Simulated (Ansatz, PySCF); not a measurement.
Gas-phase reaction in SMILES: CC#CC [but-2-yne] → [CH2]C#CC + H atom (the C-H bond breaks)

Quantity: bond dissociation energy (electronic), in kcal/mol. Terms: non-relativistic; open shells spin-unrestricted; 6-311+G** with 5d; six Cartesian d functions in 6-31G* and its kin unless marked 5d; frozen cores in correlated levels; LANL2DZ all-electron up to Ne; dispersion terms only where a functional's name holds one; no spin-orbit coupling. First-principles rows: single points at B3LYP-D3(BJ) geometries (Ansatz, a program for electronic structure). A UHF reference is markedly spin-contaminated in at least one set, which strains HF and MP2.

```csv
level,program,bond dissociation energy (electronic) (kcal/mol)
HF/6-31G*,Ansatz,72.5
HF/6-311+G**,Ansatz,72.4
SVWN5/6-31G*,Ansatz,103.0
PBE/LANL2DZ,Ansatz,93.7
PBE/6-31G*,Ansatz,92.2
PBE/6-311+G**,Ansatz,91.5
B3LYP/LANL2DZ,Ansatz,95.1
B3LYP/6-31G,Ansatz,93.8
B3LYP/6-31G*,Ansatz,94.3
B3LYP/6-31G**,Ansatz,95.0
B3LYP/6-311+G**,Ansatz,93.7
M06-2X/6-31G* (5d),PySCF,98.8
MP2/6-31G*,Ansatz,98.7
B3PW91/6-31G* (5d),PySCF,93.7
B3LYP-D3(BJ)/def2-TZVPD,Ansatz + dftd3,93.9
PBE0/def2-TZVPD,Ansatz,92.7
B2PLYP-D3(BJ)/def2-TZVPD,Ansatz + dftd3,95.6
```

No value to compare with is used here. The 14 habitual levels span 72.4 (HF/6-311+G**) to 103.0 kcal/mol (SVWN5/6-31G*); B3LYP-D3(BJ)/def2-TZVPD gives 93.9.

The levels are drawn from those run, B3LYP/6-31G* more often than the rest, none by its result; runs whose electronic state is in doubt are left out.
